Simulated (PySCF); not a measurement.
Cartesian coordinates in Å; atom numbers follow the order of the lines, from 1:
```xyz
8

C    -0.9152   -0.4020    0.8886
C    -0.6389    0.3940   -0.1497
N     0.5702    0.4683   -0.8017
C     1.7033    0.0975   -0.9314
O     2.8162   -0.1910   -1.1427
H    -1.9110   -0.3824    1.3337
H    -0.1710   -1.0802    1.3131
H    -1.3981    1.0667   -0.5598
```

Non-relativistic, one conformer, no solvent. Shielding tensors at PBE0/pcSseg-1 (GIAO); PBE0-D3(BJ)/def2-SVP structure; PySCF.

Shifts are taken against calculated references (same method and geometry level): $^{13}$C (σ = 184.41 ppm), $^{1}$H (σ = 31.27 ppm) against TMS; $^{15}$N (σ = 265.67 ppm) vs NH3; H2O for $^{17}$O (σ = 334.56 ppm).

| atoms | nucleus | count | Hirshfeld charge | δ (ppm) |
| --- | --- | --- | --- | --- |
| N3 | $^{15}$N | 1 | -0.13 | 63.8 |
| C1 | $^{13}$C | 1 | -0.11 | 122.1 |
| C2 | $^{13}$C | 1 | 0.01 | ? |
| H6 | $^{1}$H | 1 | 0.06 | ? |
| O5 | $^{17}$O | 1 | -0.19 | 169.2 |
| H8 | $^{1}$H | 1 | 0.06 | 5.56 |
| H7 | $^{1}$H | 1 | 0.05 | 5.38 |
| C4 | $^{13}$C | 1 | 0.25 | 126.8 |

Estimate the values marked ?.

## Answers


- C2: 132.4 ppm, alkene CH; an sp2 carbon of a C=C bond
- H6: 5.38 ppm, hydrogen on a terminal =CH2 carbon; attached to an sp2 carbon and in the plane of the double bond

Shifts are as computed. Against solution values, carbons near 30 ppm lie about +2 ppm off and those near 130 ppm about +5 ppm. Of 1211 compounds with measured shifts, 218 miss one by over three times the rms of a fit or turn the order of signals round; such compounds aren't used in these exercises. Experimental scales use liquid or dissolved standards, which lie at an offset from isolated NH3 (liquid NH3: subtract about 20 ppm) and H2O (liquid H2O: subtract about 36 ppm).
